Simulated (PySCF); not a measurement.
Compound: C₃H₃FO.
InChI=1S/C3H3FO/c4-2-1-3-5/h1H,2H2

Theory: MP2 and CCSD/aug-cc-pVDZ in PySCF, restricted Hartree–Fock reference, frozen core, non-relativistic, gas phase, PBE0-D3(BJ)/def2-SVP geometry.

E(HF) = -289.64968 Eh.

**Question.** How large is the problem?

**Answer.** 142 basis functions and 38 electrons; 5 orbitals frozen, which leaves o = 14 correlated occupied and v = 123 virtual orbitals. That is o·v = 1722 singles and o·v(o·v + 1)/2 = 1483503 distinct closed-shell doubles amplitudes before symmetry; the costliest CCSD step grows as o²v⁴ = 4.5 × 10^10.

**Question.** What are the MP2 and CCSD correlation energies?

**Answer.** MP2 -0.7970 Eh and CCSD -0.8200 Eh, which gives totals of -290.44672 and -290.46970 Eh. That is 0.797 eV for each correlated electron at CCSD (2153 kJ/mol in all, 0.282 % of the total energy); MP2 gives 97.2 % of the CCSD value.

**Question.** What is the T1 diagnostic?

**Answer.** 0.0156, below the customary warning level of 0.02. It is the norm of the spatial-orbital singles amplitudes over the root of the number of correlated electrons, so the norm is 0.083.

**Question.** How does correlation change the dipole moment?

**Answer.** HF gives 1.93 D and CCSD (unrelaxed density) 1.64 D, a change of -0.29 D; the two vectors are 11° apart.

Connected triples and the basis-set limit are missing.

The job also held the EOM ionisation roots. On an x86-64 server with one thread, no GPU, shared host, this took 2.3 min of wall time.

The values belong to the conformer `[O:1]=[C:2]=[CH:3][CH2:4][F:5]`: C2–C3–C4–F5 -100°.
